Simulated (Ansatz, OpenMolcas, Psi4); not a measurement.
## SiCl: a line through the functionals

SiCl: 2 atoms, total charge 0, spin state doublet. SMILES: `[Si]Cl`. Geometry: relaxed at PBE0-D4/def2-TZVP.

The electronic atomisation energy y, in eV, basis aug-cc-pVTZ; a is the functional's share of exact exchange. Programs: Ansatz 0.2.0, OpenMolcas 26.06, Psi4 1.11.

| functional | program | a | y (eV) |
| --- | --- | --- | --- |
| UBLYP | Ansatz | 0 | 4.33 |
| UTPSS | OpenMolcas | 0 | 4.45 |
| UTPSSh | Psi4 | 0.1 | 4.40 |
| UB3LYP | Ansatz | 0.2 | 4.30 |
| UPBE0 | Ansatz | 0.25 | ? |
| U-r2SCAN0 | Ansatz | 0.25 | 4.32 |
| UBHLYP | Ansatz | 0.5 | 4.13 |

**Question.** Fit y = c + s·a to the known rows and predict UPBE0.

**Answer.** 
1. Means of the 6 rows: a = 0.1750, y = 4.322.
2. Σ(Δa)² = 0.17875, Σ(Δa·Δy) = -0.09275, so the slope is -0.09275/0.17875 = -0.51888.
3. Intercept: 4.322 − (-0.51888) × 0.1750 = 4.413. The largest residual of the fit is 0.082.
4. UPBE0: 4.413 + (-0.51888) × 0.25 = 4.28 eV.

The run gave 4.41 eV, so the prediction is off by -0.13 eV, more than the largest residual. The rows mix families of semi-local functionals, which the line can't see.
